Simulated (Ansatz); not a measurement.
CsPbPO4 (Pnma, No. 62; cell taken from a computed entry) was calculated with LDA (plane waves, PAW; Ansatz, a program for electronic structure).

Settings: plane-wave cutoff 520 eV, 4×6×4 k mesh (along the axes of the cell as run), Fermi–Dirac smearing 0.01 eV, scalar-relativistic PAW data made under PBE.

Cell (relaxed with PBEsol):

```
CELL_PARAMETERS angstrom
      9.82222     0.00000     0.00000
      0.00000     5.64631     0.00000
      0.00000     0.00000     9.10940
ATOMIC_POSITIONS crystal
  Cs 0.02369 0.75000 0.65210
  Cs 0.97631 0.25000 0.34790
  Cs 0.47631 0.25000 0.15210
  Cs 0.52369 0.75000 0.84790
  P  0.82980 0.75000 0.08513
  P  0.17020 0.25000 0.91487
  P  0.67020 0.25000 0.58513
  P  0.32980 0.75000 0.41487
  Pb 0.15807 0.75000 0.09382
  Pb 0.84193 0.25000 0.90618
  Pb 0.34193 0.25000 0.59382
  Pb 0.65807 0.75000 0.40618
  O  0.94122 0.75000 0.96204
  O  0.05878 0.25000 0.03796
  O  0.55878 0.25000 0.46204
  O  0.44122 0.75000 0.53796
  O  0.89608 0.75000 0.23862
  O  0.10392 0.25000 0.76138
  O  0.60392 0.25000 0.73862
  O  0.39608 0.75000 0.26138
  O  0.73916 0.97509 0.06446
  O  0.26084 0.02491 0.93554
  O  0.76084 0.02491 0.56446
  O  0.23916 0.97509 0.43554
  O  0.23916 0.52491 0.43554
  O  0.76084 0.47509 0.56446
  O  0.26084 0.47509 0.93554
  O  0.73916 0.52491 0.06446
```

**Question.** Give the computed band gap, smallest direct gap on the k points sampled and direct gap at Γ.

**Answer.** 
* **band gap**: 3.95 eV
* **smallest direct gap on the k points sampled**: 3.98 eV
* **direct gap at Γ**: 4.34 eV

Note: cell and atoms aren't relaxed at this level (largest force component 0.38 eV/Å, pressure -3.3 GPa).

Spin–orbit coupling is not included; with these elements it can move the gap by several tenths of an eV or more.

Static lattice: no zero-point or thermal effects.

It cost about 4 core-minutes (a rough figure) of CPU time.
